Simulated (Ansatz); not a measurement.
**C₂N₂S: up Jacob's ladder to CCSD(T)**

One table from this session's results is given with a row withheld; the runs are named, their logs left out.

Method: functionals in def2-TZVPP, the program's frozen cores in correlated methods; program: Ansatz 0.2.0, Gaussian basis.

Plan: LDA (SPW92), PBE-D4, revPBE-D4, BLYP-D4, r2SCAN-D4, B97M-V, PBE0-D4, B3LYP-D4, r2SCANh-D4, r2SCAN0-D4, HSE06-D4, BHLYP-D4, CAM-B3LYP-D4, LC-ωPBE, ωB97X-V, ωB97M-V, B2PLYP, PBE-QIDH; CCSD(T)/def2-SVP; CCSD(T)/def2-TZVPP; CCSD(T)/def2-QZVPP; extrapolation to the limit; RPA on PBE.

**Structure used throughout**

All runs share one geometry, relaxed beforehand with PBE0-D4 in a triple-zeta def2 set.

SMILES `N#CSC#N`, 5 atoms, charge 0, spin multiplicity 1.

Atoms are counted from 1 here; the program's logs count them from 0.

Bond lengths: N1–C2 1.153 Å, C2–S3 1.690 Å, S3–C4 1.690 Å, C4–N5 1.153 Å. Angles: N1–C2–S3 175.2°, C2–S3–C4 99.1°, S3–C4–N5 175.2°.

The first run:

in.yaml reads:

```yaml
crystal:
  periodic: [false, false, false]
  atoms:
    - {symbol: N, position_ang: [0.862270, -1.362000, 1.650960]}
    - {symbol: C, position_ang: [0.743008, -0.840592, 0.629623]}
    - {symbol: S, position_ang: [0.682056, -0.146700, -0.910064]}
    - {symbol: C, position_ang: [-0.683791, 0.827844, -0.708653]}
    - {symbol: N, position_ang: [-1.603543, 1.521448, -0.661875]}
basis:
  gaussian: {orbitals: def2-TZVPP}
hamiltonian: {xc: lda}
output: {orbitals: {seedname: orbitals}}
```

Command:

```
$ ansatz run in.yaml --threads 2 --pin off --events-out ev --progress --plain --max-ram 32768MiB --backend cpu
```

Steps of the session up to this table: LDA; PBE-D4 (GGA); revPBE-D4 (GGA); BLYP-D4 (GGA); r2SCAN-D4 (meta-GGA); B97M-V (meta-GGA); PBE0-D4 (hybrid); B3LYP-D4 (hybrid); r2SCANh-D4 (hybrid); r2SCAN0-D4 (hybrid); HSE06-D4 (hybrid); BHLYP-D4 (hybrid); CAM-B3LYP-D4 (range-separated); LC-ωPBE (range-separated); ωB97X-V (range-separated); ωB97M-V (range-separated); B2PLYP (double hybrid); PBE-QIDH (double hybrid).

One of the session's tables, all rows but one given; the rest of the session is left out.

It belongs to the step «Frontier levels by functional». 

| functional | HOMO (eV) | LUMO (eV) | gap (eV) |
| --- | --- | --- | --- |
| LDA (SPW92) | -7.91 | -3.23 | 4.68 |
| PBE-D4 | -7.71 | -2.99 | 4.72 |
| revPBE-D4 | -7.65 | -2.90 | 4.74 |
| BLYP-D4 | -7.55 | -2.86 | 4.69 |
| r2SCAN-D4 | -7.98 | -2.84 | 5.14 |
| B97M-V | -7.97 | -2.66 | 5.32 |
| PBE0-D4 | -8.93 | -1.95 | 6.98 |
| B3LYP-D4 | ? | ? | ? |
| r2SCANh-D4 | -8.43 | -2.45 | 5.98 |
| r2SCAN0-D4 | -9.11 | -1.87 | 7.24 |
| HSE06-D4 | -8.53 | -2.34 | 6.20 |
| BHLYP-D4 | -10.01 | -0.79 | 9.22 |
| CAM-B3LYP-D4 | -10.22 | -0.74 | 9.48 |
| LC-ωPBE | -11.57 | 0.52 | 12.09 |
| ωB97X-V | -11.17 | 0.42 | 11.59 |
| ωB97M-V | -11.01 | 0.32 | 11.33 |

Estimate the missing values for B3LYP-D4.

Worked estimate for «HOMO (eV)». Against the share of exact exchange, BLYP-D4 (0, -7.55), BHLYP-D4 (0.5, -10.01) give a slope of -4.92 per unit share; at 0.2 the line stands at -8.53.

The run gave: HOMO (eV): -8.69; LUMO (eV): -2.19; gap (eV): 6.50. In «HOMO (eV)» the line misses by +0.16.
